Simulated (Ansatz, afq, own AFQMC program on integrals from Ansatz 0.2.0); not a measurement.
Two steps: Ansatz 0.2.0 writes the Fock matrix and Cholesky factors of the valence space, and afq projects on them the lowest state that overlaps trial and start.

```yaml
crystal:
  periodic: [false, false, false]
  atoms:
    - {symbol: Si, position_ang: [-0.020051, 0.000000, 0.802125]}
    - {symbol: N, position_ang: [0.070749, 0.000000, -1.592154]}
    - {symbol: H, position_ang: [0.675569, -1.220684, 1.285345]}
    - {symbol: H, position_ang: [0.675567, 1.220686, 1.285345]}
    - {symbol: H, position_ang: [-1.387233, -0.000001, 1.404766]}
    - {symbol: H, position_ang: [-0.194171, -0.828320, -2.100457]}
    - {symbol: H, position_ang: [-0.194172, 0.828319, -2.100457]}
basis:
  gaussian: {orbitals: 6-31G}
magnetization: {spin_polarized: false}
correlation: {method: ccsd_t, electrons: outside_noble_gas, hamiltonian_folder: ham}
```

```sh
$ ansatz run in.yaml --threads 1 --pin off --events-out ev --progress --plain --max-ram 1382MiB
```

Options of the walk:

```
--method phaseless --trial cisd --walkers 60 --populations 1 --least-time 40 --time-step 0.005 --steps-per-block 50 --equilibration-blocks 40 --max-blocks 300 --target-error 0.0009 --factor-cut 1e-05 --seed 4466 --release-times 0.24,0.51,0.99,1.62,2.4 --release-step 0.03 --release-every 4 --taylor-order 6
```

Times are imaginary, in 1/Eh. The walk had a cap of 567 s.

Log:

```
orbitals 26  electrons 7 7  factors 182 of 432
reference energy -346.12322445 Eh
CCSD correlation -0.20991778 Eh in 12 cycles, weight of the determinant in the CISD state 0.8829
energy of the start -346.333142 Eh
 block  time / (1/Eh)  mean weight  energy / Eh
     1     0.250  0.9999  -346.329153
     2     0.500  1.0010  -346.331256
     3     0.750  0.9982  -346.337753
     4     1.000  0.9979  -346.336823
     5     1.250  1.0013  -346.337803
    10     2.500  0.9975  -346.336950
    31     7.750  0.9987  -346.330003
    56    14.000  0.9992  -346.351476
    81    20.250  1.0015  -346.331164
   106    26.500  0.9997  -346.332054
   111    27.750  1.0009  -346.356866
   131    32.750  0.9994  -346.350525
   156    39.000  0.9998  -346.336234
   181    45.250  0.9996  -346.336940
   206    51.500  0.9997  -346.336884
   216    54.000  1.0021  -346.346721
blocks merged  error / Eh  count
     1  0.000499  180
     2  0.000607  90
     4  0.000737  45
     8  0.000775  22
    16  0.000744  11
released: time / (1/Eh)  energy / Eh  error  mean overlap
  0.24  -346.339184  0.000846  0.9976
  0.51  -346.339375  0.000578  0.9885
  0.99  -346.339268  0.000690  0.9793
  1.62  -346.338434  0.000593  0.9901
  2.40  -346.339323  0.000783  0.9635
energy -346.338965 +/- 0.000775 Eh
(rows thinned)
```

The run passed its tests (sampling time, drift between the halves within three errors, error under three times the target), which doesn't prove that it has relaxed.

Against this walk (error 21.1 meV) on the same determinant: CCSD(T) 35.1 meV higher (within the noise), CCSDT(Q) 1.7 meV lower (within the noise). The error is statistical and leaves out the bias of the constraint. Released to 2.40 1/Eh the energy moves by -10 ± 30 meV (both errors), within twice the noise.

Cautions: constraint bias not in the error.

The walk took 84 s on 1 thread of Arm Neoverse V1 (shared host). The log's last line is the phaseless energy.

CCSDT and higher add their correlation energy to the determinant of the CCSD(T) run, since their own runs factorise the integrals more tightly (a shift of under 2 meV). A walk keeps the symmetry of its determinant, which the program's search chose and which needn't be the lowest solution, so a lower state of the same spin and another symmetry isn't excluded.
